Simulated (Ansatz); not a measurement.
Ideal-gas functions of `[AlH2][SiH2]Cl` at 500 K and 1 bar, from an Ansatz frequency run at PBE0-D4/def2-TZVP.

Molar mass 94.55 g/mol, point group Cs (symmetry number 1), electronic degeneracy 1, moments of inertia 54.296, 211.535, 252.38 u Å². Harmonic wavenumbers (cm⁻¹, unscaled): 58, 71, 310, 394, 515, 515, 554, 679, 745, 808, 939, 1920, 1934, 2208, 2218.

Use S(trans) = R[1.5 ln M + 2.5 ln T − 1.1517]; rotational temperatures θ = 24.2544 K / I; S(rot) = R[ln(√π/σ · √(T³/θAθBθC)) + 1.5]; for each mode x = 1.438777 ν̃/T, S = R[x/(eˣ − 1) − ln(1 − e⁻ˣ)] and H = RT x/(eˣ − 1); 1 cm⁻¹ = 0.0119627 kJ/mol; R = 8.31446 J/(mol·K).

Problem. By hand: the entropy, in J/(mol·K).

Solution. Translation 176.3. Rotation: θ = 0.4467, 0.1147, 0.0961 K, giving 116.8. Vibration, mode by mode: 23.21, 21.53, 9.53, 7.70, 5.77, 5.77, 5.27, 3.95, 3.40, 2.95, 2.19, 0.22, 0.21, 0.11, 0.10, in all 91.9. Electronic 0.0. Sum 385.0 J/(mol·K).

Problem. By hand: H − E and G − E in kJ/mol, counted from the electronic energy.

Solution. Zero-point energy ½ × 13868 × 0.0119627 = 82.9; thermal vibration 22.3; translation, rotation and pV give 4 RT = 16.6. H − E = 121.8 kJ/mol, and G − E = 121.8 − 500 × 385.0/1000 = -70.7 kJ/mol.

Vibration gives 24 % of the entropy, 44.7 J/(mol·K) of it from the modes under 150 cm⁻¹: soft modes count most, and the harmonic formula is weakest for them.
